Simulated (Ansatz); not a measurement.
Reaction (alkene loss): `COC(C)(C)C` → CH₃OH + `C=C(C)C`

Computed with Ansatz on PBE0-D4/def2-TZVP structures; ΔE is electronic, products minus reactants. CCSD(T)/CBS adds triple-zeta CCSD(T) − MP2 to the extrapolated MP2 energy (def2 sets, frozen cores). This one scheme is used for every species. Functionals use def2-TZVPP.

| level | ΔE (kcal/mol) |
| --- | --- |
| BHLYP | 14.6 |
| CCSD/CBS(def2) | 17.3 |

(1) What does CCSD(T)/CBS give? (Best estimate.)

Largest T1 diagnostic among the species: 0.010.

Answers

(1) Ansatz gave: +18.0 kcal/mol. The listed levels differ from it by -3.4, -0.7 kcal/mol.

Leaving LDA and LC-ωPBE aside and taking each functional with its dispersion term where it has one, the values, not all of them listed here, spread over 7.8 kcal/mol, from BLYP-D4 to ωB97X-V. LDA lies +13.5 kcal/mol from PBE without D4. The D4 term adds +4.9 kcal/mol with B3LYP and +2.7 kcal/mol with PBE0; it sums over pairs of atoms, weighted by their polarisabilities, and B3LYP, whose exchange is more repulsive, gets the larger term. From PBE to PBE0 (25 % exact exchange), in def2-TZVPP and without D4, ΔE moves by +2.5 kcal/mol.

B3LYP here is the variant with VWN-RPA as its local correlation; programs differ in this.
